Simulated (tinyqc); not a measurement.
Worked calculation (part 1 of 2): MP2 on RHF in the sto-3g basis, for H2O, spin multiplicity 1. Computed by tinyqc, a small Python program that keeps every step (integrals from PySCF). Settings: charge = 0, multiplicity = 1, basis = sto-3g, method = RHF, energy threshold = 1e-10, iteration cap = 70, orthogonalisation = canonical, start = atomic densities, DIIS depth = 6. Command: `OMP_NUM_THREADS=1 python tinyqc.py 21774 21775 out.jsonl` (the two numbers bound the seeds that draw the settings). One thread of a shared host (Intel(R) Xeon(R) Processor @ 2.60GHz), about 0.1 s of CPU time with the checks. The early iterations of the SCF are left out here.

## One-electron integrals

Geometry (angstrom):
```
atom         x          y         z
O     0.000000   0.000000  0.000000
H     0.000000   0.696000  0.661000
H     0.000000  -0.696000  0.661000
```

Basis sto-3g: exponents (1/bohr^2) and contraction coefficients of normalised primitives:
```
element  l (shell)    exponent  coefficient
O            s (1)  130.709320     0.154329
O            s (1)   23.808861     0.535328
O            s (1)    6.443608     0.444635
O            s (2)    5.033151    -0.099967
O            s (2)    1.169596     0.399513
O            s (2)    0.380389     0.700115
O            p (3)    5.033151     0.155916
O            p (3)    1.169596     0.607684
O            p (3)    0.380389     0.391957
H            s (1)    3.425251     0.154329
H            s (1)    0.623914     0.535328
H            s (1)    0.168855     0.444635
```

Overlap, kinetic and nuclear-attraction integrals over the contracted functions; the nuclear repulsion is the sum of Za Zb / Rab.

nuclear repulsion = 9.20103494 hartree

overlap S:
```
           1O 1s     1O 2s    1O 2px     1O 2py    1O 2pz     2H 1s      3H 1s
1O 1s   1.000000  0.236704  0.000000   0.000000  0.000000  0.053638   0.053638
1O 2s   0.236704  1.000000  0.000000   0.000000  0.000000  0.473061   0.473061
1O 2px  0.000000  0.000000  1.000000   0.000000  0.000000  0.000000   0.000000
1O 2py  0.000000  0.000000  0.000000   1.000000  0.000000  0.284621  -0.284621
1O 2pz  0.000000  0.000000  0.000000   0.000000  1.000000  0.270308   0.270308
2H 1s   0.053638  0.473061  0.000000   0.284621  0.270308  1.000000   0.299002
3H 1s   0.053638  0.473061  0.000000  -0.284621  0.270308  0.299002   1.000000
```

kinetic energy T (hartree):
```
            1O 1s      1O 2s    1O 2px     1O 2py    1O 2pz      2H 1s      3H 1s
1O 1s   29.003200  -0.168011  0.000000   0.000000  0.000000  -0.002697  -0.002697
1O 2s   -0.168011   0.808128  0.000000   0.000000  0.000000   0.127334   0.127334
1O 2px   0.000000   0.000000  2.528731   0.000000  0.000000   0.000000   0.000000
1O 2py   0.000000   0.000000  0.000000   2.528731  0.000000   0.204646  -0.204646
1O 2pz   0.000000   0.000000  0.000000   0.000000  2.528731   0.194355   0.194355
2H 1s   -0.002697   0.127334  0.000000   0.204646  0.194355   0.760032   0.020707
3H 1s   -0.002697   0.127334  0.000000  -0.204646  0.194355   0.020707   0.760032
```

nuclear attraction V (hartree):
```
             1O 1s       1O 2s     1O 2px      1O 2py      1O 2pz      2H 1s      3H 1s
1O 1s   -61.721065   -7.444072   0.000000    0.000000   -0.021262  -1.735935  -1.735935
1O 2s    -7.444072  -10.140171   0.000000    0.000000   -0.250337  -3.863744  -3.863744
1O 2px    0.000000    0.000000  -9.984119    0.000000    0.000000   0.000000   0.000000
1O 2py    0.000000    0.000000   0.000000  -10.114742    0.000000  -2.060615   2.060615
1O 2pz   -0.021262   -0.250337   0.000000    0.000000  -10.101935  -2.048514  -2.048514
2H 1s    -1.735935   -3.863744   0.000000   -2.060615   -2.048514  -5.856097  -1.887587
3H 1s    -1.735935   -3.863744   0.000000    2.060615   -2.048514  -1.887587  -5.856097
```

core Hamiltonian H = T + V (hartree):
```
             1O 1s      1O 2s     1O 2px     1O 2py     1O 2pz      2H 1s      3H 1s
1O 1s   -32.717865  -7.612082   0.000000   0.000000  -0.021262  -1.738632  -1.738632
1O 2s    -7.612082  -9.332043   0.000000   0.000000  -0.250337  -3.736409  -3.736409
1O 2px    0.000000   0.000000  -7.455388   0.000000   0.000000   0.000000   0.000000
1O 2py    0.000000   0.000000   0.000000  -7.586010   0.000000  -1.855969   1.855969
1O 2pz   -0.021262  -0.250337   0.000000   0.000000  -7.573203  -1.854159  -1.854159
2H 1s    -1.738632  -3.736409   0.000000  -1.855969  -1.854159  -5.096065  -1.866880
3H 1s    -1.738632  -3.736409   0.000000   1.855969  -1.854159  -1.866880  -5.096065
```

## Two-electron integrals

Functions are numbered as in S; the eight-fold symmetry (ij|kl) = (ji|kl) = (kl|ij) leaves the list below.

Two-electron integrals (ij|kl) in chemists' order, unique and non-zero (hartree):
```
(11|11) 4.785065    (21|11) 0.741380    (21|21) 0.136873    (22|11) 1.118947
(22|21) 0.256633    (22|22) 0.817206    (31|31) 0.024477    (32|31) 0.037809
(32|32) 0.180518    (33|11) 1.115814    (33|21) 0.256684    (33|22) 0.817023
(33|33) 0.880159    (41|41) 0.024477    (42|41) 0.037809    (42|42) 0.180518
(43|43) 0.047444    (44|11) 1.115814    (44|21) 0.256684    (44|22) 0.817023
(44|33) 0.785270    (44|44) 0.880159    (51|51) 0.024477    (52|51) 0.037809
(52|52) 0.180518    (53|53) 0.047444    (54|54) 0.047444    (55|11) 1.115814
(55|21) 0.256684    (55|22) 0.817023    (55|33) 0.785270    (55|44) 0.785270
(55|55) 0.880159    (61|11) 0.170700    (61|21) 0.031235    (61|22) 0.058142
(61|33) 0.058032    (61|41) 0.001042    (61|42) 0.001945    (61|44) 0.058210
(61|51) 0.000989    (61|52) 0.001847    (61|54) 0.000169    (61|55) 0.058192
(61|61) 0.007220    (62|11) 0.401797    (62|21) 0.093248    (62|22) 0.327182
(62|33) 0.321740    (62|41) 0.005057    (62|42) 0.038103    (62|44) 0.330163
(62|51) 0.004802    (62|52) 0.036187    (62|54) 0.007999    (62|55) 0.329337
(62|61) 0.021669    (62|62) 0.160135    (63|31) 0.009919    (63|32) 0.057149
(63|43) 0.007983    (63|53) 0.007581    (63|63) 0.023234    (64|11) 0.205585
(64|21) 0.048344    (64|22) 0.181172    (64|33) 0.172891    (64|41) 0.012225
(64|42) 0.077223    (64|44) 0.193419    (64|51) 0.002190    (64|52) 0.019065
(64|54) 0.011914    (64|55) 0.177006    (64|61) 0.011747    (64|62) 0.107706
(64|64) 0.094868    (65|11) 0.195246    (65|21) 0.045913    (65|22) 0.172061
(65|33) 0.164197    (65|41) 0.002190    (65|42) 0.019065    (65|44) 0.168530
(65|51) 0.011999    (65|52) 0.075255    (65|54) 0.012098    (65|55) 0.183268
(65|61) 0.011157    (65|62) 0.102290    (65|64) 0.068032    (65|65) 0.087845
(66|11) 0.530729    (66|21) 0.125174    (66|22) 0.502320    (66|33) 0.481865
(66|41) 0.009054    (66|42) 0.093008    (66|44) 0.513807    (66|51) 0.008598
(66|52) 0.088331    (66|54) 0.030336    (66|55) 0.510676    (66|61) 0.029372
(66|62) 0.304920    (66|64) 0.234288    (66|65) 0.222506    (66|66) 0.774606
(71|11) 0.170700    (71|21) 0.031235    (71|22) 0.058142    (71|33) 0.058032
(71|41) -0.001042   (71|42) -0.001945   (71|44) 0.058210    (71|51) 0.000989
(71|52) 0.001847    (71|54) -0.000169   (71|55) 0.058192    (71|61) 0.007126
(71|62) 0.021092    (71|64) 0.010408    (71|65) 0.010865    (71|66) 0.028291
(71|71) 0.007220    (72|11) 0.401797    (72|21) 0.093248    (72|22) 0.327182
(72|33) 0.321740    (72|41) -0.005057   (72|42) -0.038103   (72|44) 0.330163
(72|51) 0.004802    (72|52) 0.036187    (72|54) -0.007999   (72|55) 0.329337
(72|61) 0.021092    (72|62) 0.134426    (72|64) 0.061657    (72|65) 0.083779
(72|66) 0.215619    (72|71) 0.021669    (72|72) 0.160135    (73|31) 0.009919
(73|32) 0.057149    (73|43) -0.007983   (73|53) 0.007581    (73|63) 0.019011
(73|73) 0.023234    (74|11) -0.205585   (74|21) -0.048344   (74|22) -0.181172
(74|33) -0.172891   (74|41) 0.012225    (74|42) 0.077223    (74|44) -0.193419
(74|51) -0.002190   (74|52) -0.019065   (74|54) 0.011914    (74|55) -0.177006
(74|61) -0.010408   (74|62) -0.061657   (74|64) -0.009604   (74|65) -0.037494
(74|66) -0.085609   (74|71) -0.011747   (74|72) -0.107706   (74|74) 0.094868
(75|11) 0.195246    (75|21) 0.045913    (75|22) 0.172061    (75|33) 0.164197
(75|41) -0.002190   (75|42) -0.019065   (75|44) 0.168530    (75|51) 0.011999
(75|52) 0.075255    (75|54) -0.012098   (75|55) 0.183268    (75|61) 0.010865
(75|62) 0.083779    (75|64) 0.037494    (75|65) 0.070439    (75|66) 0.148091
(75|71) 0.011157    (75|72) 0.102290    (75|74) -0.068032   (75|75) 0.087845
(76|11) 0.184731    (76|21) 0.043307    (76|22) 0.165776    (76|33) 0.161523
(76|44) 0.164205    (76|51) 0.003449    (76|52) 0.031208    (76|55) 0.171421
(76|61) 0.009996    (76|62) 0.082502    (76|64) 0.047538    (76|65) 0.059245
(76|66) 0.165403    (76|71) 0.009996    (76|72) 0.082502    (76|74) -0.047538
(76|75) 0.059245    (76|76) 0.052004    (77|11) 0.530729    (77|21) 0.125174
(77|22) 0.502320    (77|33) 0.481865    (77|41) -0.009054   (77|42) -0.093008
(77|44) 0.513807    (77|51) 0.008598    (77|52) 0.088331    (77|54) -0.030336
(77|55) 0.510676    (77|61) 0.028291    (77|62) 0.215619    (77|64) 0.085609
(77|65) 0.148091    (77|66) 0.369397    (77|71) 0.029372    (77|72) 0.304920
(77|74) -0.234288   (77|75) 0.222506    (77|76) 0.165403    (77|77) 0.774606
```

## Orthogonalisation

S = U s U^T; canonical form X = U s^(-1/2), so that X^T S X = 1. Each column of U has its largest component positive (the first on a tie).

eigenvalues of S: 0.344719  0.421117  0.877373  1.000000  1.104819  1.279881  1.972091

X:
```
                1          2          3         4          5          6         7
1O 1s   -0.302027   0.000000   0.755769  0.000000   0.623343   0.000000  0.139043
1O 2s    1.168721   0.000000  -0.324928  0.000000   0.330134   0.000000  0.400359
1O 2px   0.000000   0.000000   0.000000  1.000000   0.000000   0.000000  0.000000
1O 2py   0.000000  -0.879727   0.000000  0.000000   0.000000   0.725728  0.000000
1O 2pz   0.605470   0.000000   0.647922  0.000000  -0.615695   0.000000  0.209420
2H 1s   -0.733891   0.894627  -0.146967  0.000000  -0.119375   0.356821  0.376562
3H 1s   -0.733891  -0.894627  -0.146967  0.000000  -0.119375  -0.356821  0.376562
```

## Iteration 8 (converged): orbitals

converged F (hartree):
```
             1O 1s      1O 2s     1O 2px     1O 2py     1O 2pz      2H 1s      3H 1s
1O 1s   -20.246149  -5.165013   0.000000   0.000000  -0.029993  -1.188789  -1.188789
1O 2s    -5.165013  -2.453696   0.000000   0.000000  -0.139304  -1.026266  -1.026266
1O 2px    0.000000   0.000000  -0.398343   0.000000   0.000000   0.000000   0.000000
1O 2py    0.000000   0.000000   0.000000  -0.307992   0.000000  -0.368168   0.368168
1O 2pz   -0.029993  -0.139304   0.000000   0.000000  -0.361285  -0.410652  -0.410652
2H 1s    -1.188789  -1.026266   0.000000  -0.368168  -0.410652  -0.587921  -0.446459
3H 1s    -1.188789  -1.026266   0.000000   0.368168  -0.410652  -0.446459  -0.587921
```

Diagonalise F' = X^T F X, C = X C', fill 5 alpha and 5 beta electrons from the bottom; D = 2 C_occ C_occ^T. Each column has its largest component positive (the first on a tie).

F' = X^T F X (hartree):
```
          1          2          3          4          5          6          7
1  0.211967   0.000000   1.573295   0.000000   1.099953   0.000000   0.096519
2  0.000000   0.694234   0.000000   0.000000   0.000000  -0.140611   0.000000
3  1.573295   0.000000  -8.965154   0.000000  -9.023883   0.000000  -3.537726
4  0.000000   0.000000   0.000000  -0.398343   0.000000   0.000000   0.000000
5  1.099953   0.000000  -9.023883   0.000000  -9.951877   0.000000  -3.906946
6  0.000000  -0.140611   0.000000   0.000000   0.000000  -0.579591   0.000000
7  0.096519   0.000000  -3.537726   0.000000  -3.906946   0.000000  -2.691445
```

orbital energies (hartree): MO1 -20.254904, MO2 -1.280164, MO3 -0.594928, MO4 -0.479544, MO5 -0.398343, MO6 0.618103, MO7 0.709571

coefficients C:
```
              MO1        MO2        MO3        MO4       MO5        MO6        MO7
1O 1s    0.994167  -0.231742   0.000000   0.110382  0.000000  -0.126647   0.000000
1O 2s    0.026321   0.830617   0.000000  -0.570341  0.000000   0.851385   0.000000
1O 2px   0.000000   0.000000   0.000000   0.000000  1.000000   0.000000   0.000000
1O 2py   0.000000   0.000000   0.626062   0.000000  0.000000   0.000000   0.953230
1O 2pz   0.004643   0.140490   0.000000   0.739441  0.000000   0.801749   0.000000
2H 1s   -0.005813   0.157368   0.451720   0.291049  0.000000  -0.778933  -0.850663
3H 1s   -0.005813   0.157368  -0.451720   0.291049  0.000000  -0.778933   0.850663
```

D after iteration 8:
```
            1O 1s      1O 2s    1O 2px     1O 2py     1O 2pz      2H 1s      3H 1s
1O 1s    2.108514  -0.458553  0.000000   0.000000   0.107359  -0.020243  -0.020243
1O 2s   -0.458553   2.031813  0.000000   0.000000  -0.609835  -0.070875  -0.070875
1O 2px   0.000000   0.000000  2.000000   0.000000   0.000000   0.000000   0.000000
1O 2py   0.000000   0.000000  0.000000   0.783906   0.000000   0.565609  -0.565609
1O 2pz   0.107359  -0.609835  0.000000   0.000000   1.133065   0.474591   0.474591
2H 1s   -0.020243  -0.070875  0.000000   0.565609   0.474591   0.627118  -0.189086
3H 1s   -0.020243  -0.070875  0.000000  -0.565609   0.474591  -0.189086   0.627118
```

## Convergence

Stop when the energy changes by less than 1e-10 hartree and every element of the error matrix X^T (F D S - S D F) X is below 3e-06.

Course of the cycle:
```
iteration   E (hartree)     change  largest element of the error matrix
1          -75.50636974          -                             1.48e+00
2          -74.92228861   5.84e-01                             2.74e-01
3          -74.96033923  -3.81e-02                             3.55e-02
4          -74.96087095  -5.32e-04                             6.40e-03
5          -74.96089958  -2.86e-05                             3.98e-04
6          -74.96089992  -3.39e-07                             1.68e-05
7          -74.96089992  -1.92e-10                             9.81e-08
8          -74.96089992  -5.68e-14                             1.23e-10
```

PySCF RHF in the same basis = -74.96089992 hartree

Converged in 8 iterations.

## Integrals over molecular orbitals

(pq|rs) = sum C_ip C_jq C_kr C_ls (ij|kl), one index at a time.

one-electron integrals over orbitals h = C^T H C (hartree):
```
            1          2          3          4          5          6          7
1  -32.700366   0.554138   0.000000  -0.253572   0.000000   0.289331   0.000000
2    0.554138  -7.680338   0.000000   0.454012   0.000000  -1.382125   0.000000
3    0.000000   0.000000  -6.390702   0.000000   0.000000   0.000000  -1.666963
4   -0.253572   0.454012   0.000000  -6.927259   0.000000  -1.125888   0.000000
5    0.000000   0.000000   0.000000   0.000000  -7.455388   0.000000   0.000000
6    0.289331  -1.382125   0.000000  -1.125888   0.000000  -5.445252   0.000000
7    0.000000   0.000000  -1.666963   0.000000   0.000000   0.000000  -5.546613
```

Two-electron integrals over orbitals (pq|rs), unique and non-zero (hartree):
```
(11|11) 4.744761    (21|11) -0.414725   (21|21) 0.057746    (22|11) 1.002895
(22|21) -0.012477   (22|22) 0.732080    (31|31) 0.011558    (32|31) 0.018230
(32|32) 0.143019    (33|11) 0.810930    (33|21) -0.004476   (33|22) 0.651308
(33|33) 0.638041    (41|11) 0.196557    (41|21) -0.024042   (41|22) 0.016942
(41|33) 0.006885    (41|41) 0.028040    (42|11) -0.138165   (42|21) 0.009722
(42|22) 0.004887    (42|33) 0.005261    (42|41) 0.016939    (42|42) 0.122206
(43|31) -0.004195   (43|32) 0.017043    (43|43) 0.049218    (44|11) 0.982876
(44|21) -0.013623   (44|22) 0.666613    (44|33) 0.599102    (44|41) -0.010522
(44|42) -0.102239   (44|44) 0.766034    (51|51) 0.026035    (52|51) 0.032302
(52|52) 0.143436    (53|53) 0.029349    (54|51) -0.014395   (54|52) -0.050118
(54|54) 0.057212    (55|11) 1.115339    (55|21) -0.011633   (55|22) 0.746434
(55|33) 0.634099    (55|41) 0.005508    (55|42) -0.073984   (55|44) 0.720587
(55|55) 0.880159    (61|11) -0.227815   (61|21) 0.034684    (61|22) 0.000993
(61|33) 0.000773    (61|41) -0.000476   (61|42) 0.021008    (61|44) -0.020069
(61|55) -0.005914   (61|61) 0.031690    (62|11) 0.306590    (62|21) -0.006000
(62|22) 0.145311    (62|33) 0.081918    (62|41) 0.019045    (62|42) 0.018721
(62|44) 0.079942    (62|55) 0.157619    (62|61) 0.008805    (62|62) 0.103992
(63|31) 0.003759    (63|32) -0.030785   (63|43) -0.026674   (63|63) 0.062963
(64|11) 0.230395    (64|21) -0.002791   (64|22) 0.094780    (64|33) 0.046273
(64|41) 0.000305    (64|42) -0.045304   (64|44) 0.127878    (64|55) 0.122705
(64|61) -0.002232   (64|62) 0.057872    (64|64) 0.077530    (65|51) 0.015016
(65|52) 0.056730    (65|54) -0.001274   (65|65) 0.038228    (66|11) 0.826878
(66|21) -0.007075   (66|22) 0.626844    (66|33) 0.577784    (66|41) 0.021111
(66|42) 0.054411    (66|44) 0.557845    (66|55) 0.599528    (66|61) 0.009542
(66|62) 0.103724    (66|64) 0.045645    (66|66) 0.608643    (71|31) 0.015168
(71|32) 0.022360    (71|43) -0.005664   (71|63) 0.004368    (71|71) 0.019958
(72|31) 0.013713    (72|32) 0.037577    (72|43) -0.037674   (72|63) 0.036078
(72|71) 0.017098    (72|72) 0.061005    (73|11) 0.357744    (73|21) -0.007555
(73|22) 0.130718    (73|33) 0.089737    (73|41) -0.000891   (73|42) -0.083427
(73|44) 0.151485    (73|55) 0.187184    (73|61) -0.007330   (73|62) 0.075092
(73|64) 0.085833    (73|66) 0.038664    (73|73) 0.156283    (74|31) -0.010280
(74|32) -0.080745   (74|43) 0.000850    (74|63) 0.042567    (74|71) -0.013264
(74|72) -0.014483   (74|74) 0.073200    (75|53) 0.023441    (75|75) 0.023329
(76|31) 0.008728    (76|32) 0.093214    (76|43) 0.047538    (76|63) -0.055414
(76|71) 0.010851    (76|72) -0.013957   (76|74) -0.059310   (76|76) 0.109382
(77|11) 0.847453    (77|21) -0.008648   (77|22) 0.620892    (77|33) 0.611087
(77|41) 0.004637    (77|42) -0.008623   (77|44) 0.599173    (77|55) 0.616374
(77|61) -0.004124   (77|62) 0.066296    (77|64) 0.038411    (77|66) 0.571570
(77|73) 0.080327    (77|77) 0.614400
```
